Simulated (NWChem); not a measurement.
Species: chlorine (Cl2); SMILES ClCl

```xyz
2

Cl     0.0000     0.0000     1.0215
Cl     0.0000     0.0000    -1.0215
```
Atoms are numbered in this order, from 1.

Computed with NWChem. Structure relaxed at the B3LYP/6-31G* (spherical d) level.

For level revPBE/def2-SVP:

```yaml
highest occupied level (eV): -7.07
orbital gap (eV): 2.75
```

Task: Estimate the same quantities for level CAM-B3LYP/def2-SVP.

Result: 
- highest occupied level (eV): -9.93
- orbital gap (eV): 7.95
